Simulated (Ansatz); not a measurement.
Results of PBEsol+SOC (plane waves, PAW; Ansatz, a quantum-chemistry and plane-wave program) for rock-salt HfC.

Numerical settings: plane-wave cutoff 520 eV, 24×24×24 k mesh, Fermi–Dirac smearing 0.062 eV (set by the program), PAW data made under PBE.

Computed at the level's own relaxed cell.

Hill averages of the elastic tensor: K = 248.5 GPa, G = 191.4 GPa. Volume 12.186 Å³/atom, mean atomic mass 95.250 u.

Problem. Work out the density, the sound velocities of a polycrystal and the elastic Debye temperature, and Pugh's ratio at this level.

Solution. ρ = 1.66054 × 95.250/12.186 = 12.979 g/cm³. v_l = √[(K + 4G/3)/ρ] = 6.230 km/s and v_t = √(G/ρ) = 3.840 km/s. The mean follows from 3/v_m³ = 1/v_l³ + 2/v_t³: v_m = 4.236 km/s. Θ_D = (ħ/k_B) v_m (6π²/V)^(1/3) = 76.38 K Å s/km × 4.236 × 1.6938 Å⁻¹ = 548 K, counting all atoms of the cell. K/G = 1.30, to be set beside Pugh's rough bound of 1.75 between brittle and ductile metals.
